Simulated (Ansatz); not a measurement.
Relaxation of BCl$_{2}$H$_{2}$ (5 atoms, charge 0, multiplicity 2), to a largest force component of 0.03 eV/Å in at most 50 steps.

All numbers below come from Ansatz, UKS BHLYP/def2-SVP.

```xyz
5
Properties=species:S:1:pos:R:3:forces:R:3
B -0.110 0.000 -0.338 -0.12 0.00 -0.03
H -0.062 0.000 2.051 0.16 0.00 1.03
H 0.996 0.000 -0.786 0.02 0.00 0.02
Cl -1.550 0.000 -1.268 0.11 0.00 0.10
Cl 0.146 0.000 3.366 -0.17 0.00 -1.13
```

Where does it end, and by what steps?

It converged. After 6 steps the energy has fallen by 0.032 eV; Cl5 moved furthest, 0.18 Å.

| step | energy less start (eV) | largest force component (eV/Å) | accepted |
| --- | --- | --- | --- |
| 0 | 0.0000 | 1.126 | yes |
| 1 | -0.0298 | 0.125 | yes |
| 2 | -0.0300 | 0.134 | yes |
| 3 | -0.0309 | 0.099 | yes |
| 4 | -0.0313 | 0.037 | yes |
| 5 | -0.0314 | 0.034 | yes |
| 6 | -0.0315 | 0.008 | yes |

```xyz
5
Properties=species:S:1:pos:R:3
B -0.073 0.000 -0.249
H -0.049 0.000 1.909
H 1.017 0.000 -0.735
Cl -1.552 0.000 -1.105
Cl 0.076 0.000 3.205
```

Whether the end is a true minimum wasn't checked by a vibrational analysis.

Run time: 20 s on 1 thread of Arm Neoverse V1 (shared host), peak memory 0.12 GiB.
